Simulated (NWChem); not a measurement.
**Polarisability of CHO (+1)**

```xyz
3

C      0.0000     0.0000    -0.5219
O      0.0000     0.0000     0.5966
H      0.0000     0.0000    -1.6409
```
Charge +1, spin multiplicity 1.

Everything below was run with NWChem. The geometry was optimised at PBE/def2-SVP, a minimum by its harmonic frequencies.

Basis set: 6-31G*. Static limit. This basis has no diffuse functions, which lowers polarisabilities.

The correlated methods keep 2 core orbitals frozen. B3LYP has NWChem's definition, with VWN1-RPA local correlation. The Pople sets run with spherical d functions. The structure started from a generated list of species. Coupled-cluster values serve here as a point of comparison, not as the truth.

```csv
method,isotropic polarisability (bohr³)
HF,[?]
LDA (SVWN5),8.39
PBE,8.38
B3LYP,[?]
CCSD linear response,8.38
```

Task: Some entries are withheld; supply them.

Result: 
- HF, isotropic polarisability (bohr³): 8.21
- B3LYP, isotropic polarisability (bohr³): 8.31
